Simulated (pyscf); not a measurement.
H₃C–O–O• + water (H₂O) -> H₃C–O–OH + hydroxyl (OH•) (hydrogen abstraction; doublet surface; H–O broken, H–O formed). PySCF, gas phase, ωB97X-D3(BJ)/def2-SVP geometries. Energies in kcal/mol from the separated reactants.

```
level                   barrier  reaction energy
----------------------  -------  ---------------
PBE/def2-TZVP              23.0            +39.4
r²SCAN/def2-TZVP           24.8            +35.4
B3LYP-D3(BJ)/def2-TZVP     28.1            +35.0
PBE0-D3(BJ)/def2-TZVP      29.9            +35.4
M06-2X/def2-TZVP           33.0            +33.6
ωB97M-D3(BJ)/def2-TZVP     32.8            +34.2
```

On the reactant side the descent ends in a complex, 4.8 kcal/mol under the separated species and 38.6 kcal/mol under the saddle at ωB97X-D3(BJ)/def2-TZVP. On the product side the descent ends in a complex, 6.4 kcal/mol under the separated species and 4.8 kcal/mol under the saddle at ωB97X-D3(BJ)/def2-TZVP. At B3LYP-D3(BJ), PBE0-D3(BJ), M06-2X, ωB97M-D3(BJ) the saddle lies under the separated products, which points to a path from their complex (located at ωB97X-D3(BJ) alone), and parting the products costs more than the saddle. At PBE, r²SCAN this geometry lies under the product side: in single points on another level's saddle the reverse barrier vanishes, and the forward threshold there is about the reaction energy. H₃C–O–O• lies 49.2 kcal/mol over its isomer HO–CH•–OH, and others may lie lower still (electronic energy, ωB97M-D3(BJ)). H₃C–O–OH lies 63.6 kcal/mol over its isomer HO–CH₂–OH, and others may lie lower still (electronic energy, ωB97M-D3(BJ)). This is the saddle that the search found; another between the same sides may lie lower. The angle at the transferred H is 147°. Left out: the spin-orbit lowering of OH.
